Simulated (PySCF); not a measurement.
Relaxation of doublet NO(OH)2

These are results of PySCF, UPBE0, basis N def2-TZVP, O def2-TZVP, H def2-TZVP (no relativity, density fitting), not measurements. A (50,194) grid was used.

A hand-made trigonal pyramidal (heavy-atom frame) start, with no symmetry imposed:

```xyz
6
charge 0 multiplicity 2, angstrom
N     0.0647   -0.0116   -0.4806
O     1.0977   -0.0116    0.0687
O    -0.5269    1.0130    0.1485
O    -0.5269   -1.0362    0.1485
H    -0.1624    1.8526    0.4382
H    -1.4362   -1.1404    0.4382
```

Optimiser trace:
```
step  E − E(last) (kJ/mol)  largest gradient (Eh/bohr)
   0                303.03                     0.19786
   1                 58.68                     0.06682
   2                 14.65                     0.03412
   3                  5.03                     0.01067
   4                  2.70                     0.00431
   5                  2.01                     0.00730
   6                  1.46                     0.00653
   7                  1.09                     0.00543
   8                  0.66                     0.00262
   9                  0.55                     0.00592
  10                  0.45                     0.00594
  11                  0.30                     0.00080
  12                  0.24                     0.00170
  13                  0.19                     0.00200
  14                  0.14                     0.00133
  15                  0.12                     0.00086
  16                  0.09                     0.00137
  17                  0.06                     0.00139
  18                  0.03                     0.00130
  19                  0.03                     0.00177
  20                  0.01                     0.00064
  21                  0.00                     0.00035
  22                  0.00                     0.00013
```

It ends at C1 with N–O 1.208 Å, N–O 1.389 Å, N–O 1.430 Å, O–H 0.967 Å (×2); H–O–N 102.1°, H–O–N 104.0°, O–N–O 105.7°, O–N–O 116.6°, O–N–O 118.3° (after a last refinement on a finer grid). A frequency run shows a minimum.

Final geometry:
Z-matrix (Å, degrees; charge 0 multiplicity 2):
```
N
O  1 1.2080
O  1 1.4296 2 118.35
O  1 1.3891 2 116.58 3 -127.80
H  3 0.9676 1 102.08 2 34.88
H  4 0.9674 1 103.98 2 -174.82
```

The relaxation took 58 s on 4 threads of a shared Arm Neoverse V2 host, with 136 basis functions and 24 gradients; the process peaked at 0.98 GiB.
